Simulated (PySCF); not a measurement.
SiO2, optimised at HF/6-31G*:

```xyz
3

Si     0.0000     0.0000     0.0000
O      0.8676     0.8765    -0.8244
O     -0.8676    -0.8765     0.8244
```

Method: PySCF energies (xtb for GFN2) plus ideal-gas RRHO corrections (1 bar). 6-31G* has spherical d functions here. All species are closed-shell singlets. B3LYP is the form with VWN-RPA correlation.

### Question
List the harmonic frequencies (cm⁻¹, unscaled) at this level and at the other levels, each on its own geometry.

### Answer
- HF/6-31G*: 335, 335, 1110, 1600
- B3LYP/6-31G*: 271, 272, 990, 1446
- GFN2-xTB: 341, 341, 1180, 1695
- PBE/def2-SVP: 282, 282, 948, 1388
- PBE0/def2-TZVP: 299, 299, 1015, 1469
